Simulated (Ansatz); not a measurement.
# C₄H₅F, SMILES CC1=C(F)C1: a rigid torsion scan

Program: Ansatz 0.2.0, Python API.

Interactive session:
```pycon
>>> import ansatz as az
>>> from ase import Atoms
>>> atoms = Atoms(["C", "C", "C", "F", "C", "H", "H", "H", "H", "H"], positions=[
...     [-1.1955, -0.4819, -0.1264],
...     [0.0721, -0.3384, 0.5161],
...     [1.239, -0.5007, -0.0625],
...     [1.4339, -0.7484, -1.3686],
...     [0.984, 0.7716, 0.5318],
...     [-1.8053, 0.5111, -0.0205],
...     [-1.7989, -1.2395, 0.3257],
...     [-1.1237, -0.6322, -1.2157],
...     [1.4712, 1.0091, 1.5308],
...     [0.8063, 1.5981, -0.1077],
... ])
>>> first = az.Crystal.molecule_from_ase(atoms).calculation()
>>> first = first.basis(gaussian="6-31G*")
>>> first = first.functional("PBE", dispersion="d3bj")
>>> first = first.relax(force_tolerance=0.02, max_steps=80)
>>> atoms.positions = first.run(threads=1, backend="cpu").report["positions_ang"]
>>> start = atoms.get_dihedral(2, 1, 0, 5)
>>> energies = {}
>>> for turn in range(0, 121, 20):
...     turned = atoms.copy()
...     turned.set_dihedral(2, 1, 0, 5, start + turn, indices=[0, 5, 6, 7])
...     model = (
...         az.Crystal.molecule_from_ase(turned).calculation()
...         .basis(gaussian="6-31G*")
...         .functional("PBE", dispersion="d3bj")
...     )
...     energies[round((start + turn) % 360)] = model.run(threads=1, backend="cpu").report["free_energy_ev"]
...
>>> floor = min(energies.values())
>>> print("dihedral C2-C1-C0-H5 (deg)   E - E(min) (kcal/mol)")
dihedral C2-C1-C0-H5 (deg)   E - E(min) (kcal/mol)
>>> for angle, e in sorted(energies.items()):
...     print(f"{angle:8d} {23.060548 * (e - floor):14.3f}  " + "#" * int(30 * (e - floor) / max(max(energies.values()) - floor, 1e-9)))
...
     239          0.000
     259          0.278  #######
     279          0.849  ######################
     299          1.151  ##############################
     319          0.889  #######################
     339          0.340  ########
     359          0.055  #
```

The scan is rigid and the energies are electronic, in a modest basis. With rigid groups the curve can differ much from the relaxed path, the start wasn't checked as a minimum of this torsion, and equivalent turns needn't return to the same energy. The whole script took 52 s on 1 thread of Arm Neoverse V1 (shared host), peak memory 0.23 GiB.
